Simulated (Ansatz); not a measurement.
**Methylamine (CH₅N): taking an electron away**

Aim: the vertical ionisation energy of methylamine (CH₅N), as cation minus neutral at the neutral's geometry, on several levels, and how well −ε(HOMO) stands in for it.

Program: Ansatz 0.2.0, Gaussian basis. Level of theory: unrestricted cation, the program's frozen cores in correlated methods. These are calculated values, not measurements.

Levels to be run: UKS PBE-D4/def2-TZVPP; UKS r2SCAN-D4/def2-TZVPP; UKS PBE0-D4/def2-TZVPP; UKS B3LYP-D4/def2-TZVPP; UKS wB97X-V/def2-TZVPP; UKS wB97M-V/def2-TZVPP; UKS B2PLYP/def2-TZVPP; UHF-CCSD(T)/def2-TZVPP; UHF-CCSD(T)/def2-QZVPP; extrapolation to the limit; then −ε(HOMO) from the neutral's earlier runs with LDA (SPW92), PBE-D4, revPBE-D4, BLYP-D4, r2SCAN-D4, B97M-V, PBE0-D4, B3LYP-D4, r2SCANh-D4, r2SCAN0-D4, HSE06-D4, BHLYP-D4, CAM-B3LYP-D4, LC-ωPBE, ωB97X-V, ωB97M-V.

### Step 1. Structure used throughout

All runs share one geometry, relaxed beforehand with PBE0-D4 in a triple-zeta def2 set.

SMILES `CN`, 7 atoms, charge 0, spin multiplicity 1.

Atoms are counted from 1 here; the program's logs count them from 0.

Bond lengths: C1–N2 1.453 Å, C1–H3 1.100 Å, C1–H4 1.092 Å, C1–H5 1.092 Å, N2–H6 1.012 Å, N2–H7 1.012 Å. Angles: N2–C1–H3 115.4°, N2–C1–H4 109.4°, N2–C1–H5 109.4°, H3–C1–H4 107.7°, H3–C1–H5 107.7°, H4–C1–H5 106.9°, C1–N2–H6 110.6°, C1–N2–H7 110.6°, H6–N2–H7 106.7°.

### Step 2. Cation, UKS PBE-D4/def2-TZVPP

in.yaml

```yaml
crystal:
  periodic: [false, false, false]
  atoms:
    - {symbol: C, position_ang: [-0.473792, -0.138414, -0.281476]}
    - {symbol: N, position_ang: [0.801602, 0.390940, 0.170483]}
    - {symbol: H, position_ang: [-0.984446, -0.806354, 0.427507]}
    - {symbol: H, position_ang: [-0.327168, -0.690688, -1.212464]}
    - {symbol: H, position_ang: [-1.150545, 0.689292, -0.505452]}
    - {symbol: H, position_ang: [1.448009, -0.360593, 0.373534]}
    - {symbol: H, position_ang: [0.686340, 0.915816, 1.027857]}
basis:
  gaussian: {orbitals: def2-TZVPP}
total_charge: 1
magnetization: {spin_polarized: true, initial_magnetization: 1}
hamiltonian: {xc: pbe, dispersion: d4}
```

Command:

```bash
ansatz run in.yaml --threads 2 --pin off --events-out ev --progress --plain --max-ram 32768MiB --backend cpu
```

After this run come: Cation, UKS r2SCAN-D4/def2-TZVPP; Cation, UKS PBE0-D4/def2-TZVPP; Cation, UKS B3LYP-D4/def2-TZVPP; Cation, UKS wB97X-V/def2-TZVPP; Cation, UKS wB97M-V/def2-TZVPP; Cation, UKS B2PLYP (frozen core)/def2-TZVPP; Cation, UHF-CCSD(T)/def2-TZVPP; Cation, UHF-CCSD(T)/def2-QZVPP.

Q: Predict the results of all the runs planned. Wanted: ionisation energy, CCSD(T)/CBS; nearest functional by difference; nearest −ε(HOMO); −ε(HOMO) of PBE; T1 of the cation.

The runs gave:

| quantity | value |
| --- | --- |
| ionisation energy, CCSD(T)/CBS | 9.79 eV |
| nearest functional by difference | ωB97M-V (-0.16 eV) |
| nearest −ε(HOMO) | LC-ωPBE (-0.12 eV) |
| −ε(HOMO) of PBE | 5.27 eV |
| T1 of the cation | 0.022 |

What this shows: Energy differences with functionals land within 0.39 eV of the reference. −ε(HOMO) of PBE misses by 4.5 eV, since self-interaction lifts the level. Among orbital estimates LC-ωPBE comes nearest. Hartree-Fock falls 1.45 eV short, as the neutral has more correlation energy than the cation.
